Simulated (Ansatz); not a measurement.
This geometry of CH6AlSi (9 atoms, charge 1, multiplicity 1) is a first-order saddle point.

All numbers below come from Ansatz, RKS PBE0-D4/def2-SVP.

```xyz
9
Properties=species:S:1:pos:R:3
C -0.562 1.418 -0.660
Si 0.325 -0.195 -0.606
Al 0.521 -1.728 1.402
H -0.403 1.974 -1.594
H -0.284 2.045 0.206
H -1.645 1.215 -0.541
H 0.919 -0.568 -1.926
H 1.857 -1.489 2.195
H -0.730 -2.672 1.525
```

(1) Which two structures does it join? (They come from a converged band through this point; their orientation in space is the band's.)

(2) How far does it lie above each of them?

## Answers

(1) No bond is made or broken. The dihedral H5–C1–Si2–Al3 goes from 0 to 125°. The two ends are copies of one structure, up to a mirror image or an exchange of like atoms.

Image 0:

```xyz
9
Properties=species:S:1:pos:R:3
C -0.596 1.421 -0.625
Si 0.238 -0.216 -0.567
Al 0.586 -1.741 1.424
H 0.116 2.164 -1.035
H -0.987 1.772 0.338
H -1.418 1.367 -1.365
H 0.731 -0.588 -1.929
H 1.944 -1.437 2.156
H -0.613 -2.742 1.602
```

Image 6:

```xyz
9
Properties=species:S:1:pos:R:3
C -0.622 1.406 -0.635
Si 0.384 -0.127 -0.509
Al 0.481 -1.805 1.382
H -1.266 1.323 -1.532
H 0.052 2.260 -0.837
H -1.243 1.621 0.245
H 1.208 -0.299 -1.746
H 1.606 -1.444 2.420
H -0.599 -2.935 1.211
```

(2) 0.024 eV above the first and 0.024 eV above the second. This is the barrier of this one path; another mechanism may lie lower.

Time of the run: 10 min on 1 thread of Intel(R) Xeon(R) Processor @ 2.50GHz (Skylake/Cascade Lake), with other jobs on the host, peak memory 0.16 GiB.
